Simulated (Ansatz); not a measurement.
HSN⁺, quartet: the ladder up to UCCSDTQ

Geometry: that of the HSN, triplet, kept fixed. The doublet lies 2.8 eV lower here.

```yaml
atoms:
  - { symbol: N, position_ang: [0.0000, 0.0577, 1.1447] }
  - { symbol: S, position_ang: [0.0000, -0.0648, -0.4759] }
  - { symbol: H, position_ang: [0.0000, 1.2584, -0.7673] }
```

Basis cc-pVDZ; Ansatz 0.2.0. Only valence electrons are correlated (noble-gas cores frozen), which leaves 11 electrons in 31 orbitals. Prefix R: restricted or restricted open-shell reference; prefix U: unrestricted. Active spaces: valence = (11e, 9o) chosen from the atoms' valence shells.

Full CI isn't at hand for all of this; UCCSDTQ serves as the reference, and is uncertain by the last step of the cluster series or more. The frozen core follows each run's orbitals, which can shift R against U totals by a few meV.

For open shells CISD is restricted-active-space CI with the open shells as a complete middle space.

* UHF ⟨S²⟩: 3.776
* T1 diagnostic (RCCSD): 0.0229
* largest doubles amplitude (RCCSD): 0.040
* T1 diagnostic (UCCSD): 0.0171

```csv
level,E − E(UCCSDTQ) (mEh),share of correlation (%),wall time
RHF,252.99,0.00,–
UHF,241.20,4.66,–
RMP2,43.57,82.78,–
UMP2,44.68,82.34,–
CISD,22.51,91.10,2 s
RCCSD,7.51,97.03,–
UCCSD,7.30,97.11,–
RCCSD(T),1.53,99.40,2.5 s
UCCSD(T),1.50,99.41,2.4 s
BCCD(T),1.53,99.40,1.9 s
RCCSDT,0.47,99.82,–
UCCSDT,0.40,99.84,–
RCCSDT(Q),0.09,99.97,13 s
UCCSDT(Q),0.02,99.99,11 s
RCCSDTQ,0.06,99.98,33 s (H100)
CASSCF (valence space),200.67,20.68,–
NEVPT2 (valence space),39.34,84.45,1.8 s
MRCISD (valence space),13.86,94.52,–
MRCISD+Q (valence space),0.50,99.80,3.3 s
MRCISD+Q(relaxed) (valence space),-0.50,100.20,3.9 s
```

The correlation energy at UCCSDTQ, counted from RHF, is -6.884 eV. That run took 31 s on 2 threads of AMD EPYC 7R13 with a shared H100 80 GB, shared host.

Times hold each run's SCF and search for its determinant on a shared host, so for small cases they say little of a method's own cost; rows without a card ran on 1 thread of AMD EPYC 7R13. Some runs computed forces too.

Natural occupations of CASSCF (valence space) about the gap: 1.991 1.975 1.965 1.003 1.002 0.998 0.041 0.030; effectively unpaired electrons, Σ n²(2−n)², 3.02.
